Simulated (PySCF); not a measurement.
Molecule: `C=CC#N`, C₃H₃N.

Atoms are numbered as in `[CH2:1]=[CH:2][C:3]#[N:4]` (H(Xn): hydrogen on atom n). Ha(C1) is cis to C3; Hb(C1) is trans to C3.

Geometry PBE0-D3(BJ)/def2-SVP throughout; GIAO in PySCF 2.14, gas phase, one conformer, non-relativistic; equivalent atoms averaged; functional PBE0.

For orientation, def2-SVP gives these shifts δ (against TMS, NH3 at the same level): C1 137.4, C2 109.2, C3 111.2, N4 300.4, Ha(C1) 6.18, Hb(C1) 5.95, H(C2) 5.42 ppm.

A run gave: C1 133.4, C2 105.4, C3 107.2, N4 278.3, Ha(C1) 6.23, Hb(C1) 6.03, H(C2) 5.54 ppm (shifts δ (against TMS, NH3 at the same level)).

Which basis set was used in that run?
A. 6-311+G(2d,p)
B. IGLO-III
C. pcSseg-0
D. 6-31G*

Answers

D. C3 tells them apart best: 6-31G* gives 107.2, pcSseg-0 gives 134.1, 6-311+G(2d,p) gives 120.6, IGLO-III gives 123.4 ppm.
